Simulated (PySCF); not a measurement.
PySCF input (PBE/6-31G):

```python
import numpy as np, basis_set_exchange as bse
from pyscf import gto, scf, dft, df, tdscf

basis = {'N': gto.basis.parse(bse.get_basis('6-31G', elements=['N'], fmt='nwchem')), 'O': gto.basis.parse(bse.get_basis('6-31G', elements=['O'], fmt='nwchem'))}
mol = gto.M(
    atom='''
    N    -0.00000000   -0.00000000   -1.19434265
    N    -0.00000000   -0.00000000   -0.07337328
    O     0.00000000    0.00000000    1.10925144
    ''',
    basis=basis,
    charge=0,
    verbose=4,
    max_memory=2160,
)
mf = dft.RKS(mol, xc='pbe')
mf.grids.level = 3
mf = mf.density_fit(auxbasis=df.autoaux(mol))
mf.conv_tol = 1e-9
mf.max_cycle = 100
print('smallest overlap eigenvalue', np.linalg.eigvalsh(mol.intor('int1e_ovlp'))[0])
mf.kernel()
dip = mf.dip_moment()
td = tdscf.TDA(mf)
td.nstates = 4
td.kernel()
td.analyze()
osc = td.oscillator_strength()
```

Output:

```
PySCF version 2.14.0

[INPUT] verbose = 4
[INPUT] num. atoms = 3
[INPUT] num. electrons = 22
[INPUT] charge = 0
[INPUT] spin (= nelec alpha-beta = 2S) = 0
[INPUT] symmetry False subgroup None
[INPUT] Mole.unit = angstrom
[INPUT] Symbol           X                Y                Z      unit          X                Y                Z       unit  Magmom
[INPUT]  1 N      0.000000000000   0.000000000000  -1.194342650000 AA    0.000000000000   0.000000000000  -2.256980507387 Bohr   0.0
[INPUT]  2 N      0.000000000000   0.000000000000  -0.073373280000 AA    0.000000000000   0.000000000000  -0.138655404061 Bohr   0.0
[INPUT]  3 O      0.000000000000   0.000000000000   1.109251440000 AA    0.000000000000   0.000000000000   2.096181424879 Bohr   0.0

nuclear repulsion = 61.0534527481586
number of shells = 15
number of NR pGTOs = 66
number of NR cGTOs = 27
basis = {'N': [[0, [4173.51146, 0.00183477216], [627.457911, 0.013994627], [142.902093, 0.06858655181], [40.2343293, 0.232240873], [12.8202129, 0.4690699481], [4.39043701, 0.3604551991]], [0, [11.62636186, -0.1149611817], [2.716279807, -0.1691174786], [0.7722183966, 1.145851947]], [0, [0.2120314975, 1.0]], [1, [11.62636186, 0.06757974388], [2.716279807, 0.3239072959], [0.7722183966, 0.7408951398]], [1, [0.2120314975, 1.0]]], 'O': [[0, [5484.67166, 0.00183107443], [825.234946, 0.0139501722], [188.046958, 0.0684450781], [52.9645, 0.232714336], [16.8975704, 0.470192898], [5.79963534, 0.358520853]], [0, [15.53961625, -0.1107775495], [3.599933586, -0.1480262627], [1.01376175, 1.130767015]], [0, [0.2700058226, 1.0]], [1, [15.53961625, 0.07087426823], [3.599933586, 0.3397528391], [1.01376175, 0.7271585773]], [1, [0.2700058226, 1.0]]]}
ecp = {}
ETB for O: l = 0, exps = 0.5400116452 * 1.8^n , n = 0..13
ETB for O: l = 1, exps = 0.5400116452 * 1.8^n , n = 0..10
ETB for O: l = 2, exps = 0.5400116452 * 1.8^n , n = 0..6
ETB for N: l = 0, exps = 0.424062995 * 1.8^n , n = 0..13
ETB for N: l = 1, exps = 0.424062995 * 1.8^n , n = 0..10
ETB for N: l = 2, exps = 0.424062995 * 1.8^n , n = 0..6
smallest overlap eigenvalue 0.0022025448727185266

******** <class 'pyscf.df.df_jk.DFRKS'> ********
method = DFRKS
initial guess = minao
damping factor = 0
level_shift factor = 0
DIIS = <class 'pyscf.scf.diis.CDIIS'>
diis_start_cycle = 1
diis_space = 8
diis_damp = 0
SCF conv_tol = 1e-09
SCF conv_tol_grad = None
SCF max_cycles = 100
direct_scf = False
XC library pyscf.dft.libxc version 7.1.2
    S. Lehtola, C. Steigemann, M. J. T. Oliveira, and M. A. L. Marques,  SoftwareX 7, 1–5 (2018)
XC functionals = pbe
    J. P. Perdew, K. Burke, and M. Ernzerhof,  Phys. Rev. Lett. 77, 3865 (1996)
    J. P. Perdew, K. Burke, and M. Ernzerhof,  Phys. Rev. Lett. 78, 1396 (1997)
    J. P. Perdew, K. Burke, and M. Ernzerhof,  Phys. Rev. Lett. 77, 3865 (1996)
    J. P. Perdew, K. Burke, and M. Ernzerhof,  Phys. Rev. Lett. 78, 1396 (1997)
radial grids:
    Treutler-Ahlrichs [JCP 102, 346 (1995); DOI:10.1063/1.469408] (M4) radial grids

becke partition: Becke, JCP 88, 2547 (1988); DOI:10.1063/1.454033
pruning grids: <function nwchem_prune>
grids dens level: 3
symmetrized grids: False
atomic radii adjust function: <function treutler_atomic_radii_adjust>
small_rho_cutoff = 0
Set gradient conv threshold to 3.16228e-05
Initial guess from minao.
tot grids = 41888
init E= -185.089282896657
  HOMO = -0.318370286806342  LUMO = -0.0253668081139331  gap/eV = 7.97303
cycle= 1 E= -184.262310397137  delta_E= 0.827  |g|= 0.822  |ddm|= 2.38
  HOMO = -0.241119784820573  LUMO = -0.0621226347015889  gap/eV = 4.87076
cycle= 2 E= -182.570673863266  delta_E= 1.69  |g|= 3.02  |ddm|=  2.8
  HOMO = -0.306043532467691  LUMO = -0.0358232963011188  gap/eV = 7.35307
cycle= 3 E= -184.025514678761  delta_E= -1.45  |g|=  1.3  |ddm|= 2.34
  HOMO = -0.289646245239404  LUMO = -0.0476658483905647  gap/eV = 6.58462
cycle= 4 E= -184.398240027851  delta_E= -0.373  |g|= 0.173  |ddm|=    1
  HOMO = -0.301767940023514  LUMO = -0.0593993163657778  gap/eV = 6.59519
cycle= 5 E= -184.402386750684  delta_E= -0.00415  |g|= 0.0767  |ddm|= 0.0846
  HOMO = -0.298154344048816  LUMO = -0.054195182204405  gap/eV = 6.63847
cycle= 6 E= -184.403442364406  delta_E= -0.00106  |g|= 0.0343  |ddm|= 0.036
  HOMO = -0.29912344808633  LUMO = -0.0540602710434525  gap/eV = 6.66851
cycle= 7 E= -184.4036968723  delta_E= -0.000255  |g|= 0.00103  |ddm|= 0.0251
  HOMO = -0.299012540552499  LUMO = -0.0539310775044611  gap/eV = 6.66901
cycle= 8 E= -184.403697112026  delta_E= -2.4e-07  |g|= 0.000104  |ddm|= 0.00162
  HOMO = -0.2990150935808  LUMO = -0.0539301747069217  gap/eV = 6.66910
cycle= 9 E= -184.403697114732  delta_E= -2.71e-09  |g|= 7.93e-06  |ddm|= 0.000111
  HOMO = -0.29901526609369  LUMO = -0.0539300760931157  gap/eV = 6.66911
cycle= 10 E= -184.403697114745  delta_E= -1.23e-11  |g|= 9.4e-07  |ddm|= 8.07e-06
  HOMO = -0.299015171022257  LUMO = -0.0539301797252688  gap/eV = 6.66910
Extra cycle  E= -184.403697114741  delta_E= 3.52e-12  |g|= 4.25e-06  |ddm|= 3.5e-06
converged SCF energy = -184.403697114741
Dipole moment(X, Y, Z, Debye):  0.00000,  0.00000,  0.01753

******** <class 'pyscf.tdscf.rks.TDA'> for <class 'pyscf.df.df_jk.DFRKS'> ********
nstates = 4 singlet
deg_eia_thresh = 1.000e-03
wfnsym = None
conv_tol = 1e-05
eigh lindep = 1e-12
eigh level_shift = 0
eigh max_cycle = 100
chkfile = tmp4tjm6179

Excitation energies (eV)
[ 6.66910231  7.08736576  7.08736584 12.50032592]

** Singlet excitation energies and oscillator strengths **
Excited State   1:      6.66910 eV    185.91 nm  f=0.0000
      10 -> 12       -0.44816
      10 -> 13       -0.22171
      11 -> 12       -0.22171
      11 -> 13        0.44816
Excited State   2:      7.08737 eV    174.94 nm  f=0.0000
      10 -> 12        0.44712
      10 -> 13       -0.22370
      11 -> 12        0.22370
      11 -> 13        0.44712
Excited State   3:      7.08737 eV    174.94 nm  f=0.0000
      10 -> 12        0.22370
      10 -> 13        0.44712
      11 -> 12       -0.44712
      11 -> 13        0.22370
Excited State   4:     12.50033 eV     99.18 nm  f=0.2464
       6 -> 14        0.10476
       9 -> 14       -0.55270
      10 -> 12       -0.12867
      10 -> 13        0.26009
      11 -> 12        0.26009
      11 -> 13        0.12867

** Transition electric dipole moments (AU) **
state          X           Y           Z        Dip. S.      Osc.
  1         0.0000      0.0000      0.0000      0.0000      0.0000
  2        -0.0000      0.0000     -0.0000      0.0000      0.0000
  3        -0.0000     -0.0000      0.0000      0.0000      0.0000
  4         0.0000     -0.0000     -0.8971      0.8047      0.2464

** Transition velocity dipole moments (imaginary part, AU) **
state          X           Y           Z        Dip. S.      Osc.
  1        -0.0000     -0.0000     -0.0000      0.0000      0.0000
  2        -0.0000      0.0000     -0.0000      0.0000      0.0000
  3        -0.0000     -0.0000     -0.0000      0.0000      0.0000
  4         0.0000     -0.0000      0.1756      0.0308      0.0448

** Transition magnetic dipole moments (imaginary part, AU) **
state          X           Y           Z
  1        -0.0000     -0.0000     -0.0000
  2        -0.0000     -0.0000     -0.0000
  3         0.0000     -0.0000     -0.0000
  4         0.0000      0.0000     -0.0000
```
